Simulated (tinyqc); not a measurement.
Inside a calculation. Method: Pariser-Parr-Pople SCF with singles CI, for the molecule c1ccoc1 (SMILES; centres numbered as the heavy atoms are written). One step of it, computed by the program tinyqc.

Task: Iteration 3: orbitals and new P. Diagonalise F (the basis is taken as orthonormal) and form P = 2 sum c c over the lowest orbitals.

F (eV), order 1C, 2C, 3C, 4O, 5C:
```
[[-5.469784, -3.785714, 0.144781, 0.517983, -4.572381],
 [-3.785714, -5.469663, -4.572992, 0.517805, 0.144734],
 [0.144781, -4.572992, -5.980138, -3.522419, 0.806585],
 [0.517983, 0.517805, -3.522419, -12.815311, -3.522701],
 [-4.572381, 0.144734, 0.806585, -3.522701, -5.980488]]
```

pi electrons, sum of z_r less the charge = 6

Give: orbital energies; P after iteration 3.

Result:

orbital energies (eV): [-15.6165, -11.0629, -9.5987, -0.5651, 1.1278]

P after iteration 3, order 1C, 2C, 3C, 4O, 5C:
```
[[1.0619, 0.5376, -0.0734, -0.2277, 0.8062],
 [0.5376, 1.0619, 0.8062, -0.2276, -0.0734],
 [-0.0734, 0.8062, 1.0675, 0.4165, -0.4082],
 [-0.2277, -0.2276, 0.4165, 1.7412, 0.4165],
 [0.8062, -0.0734, -0.4082, 0.4165, 1.0675]]
```
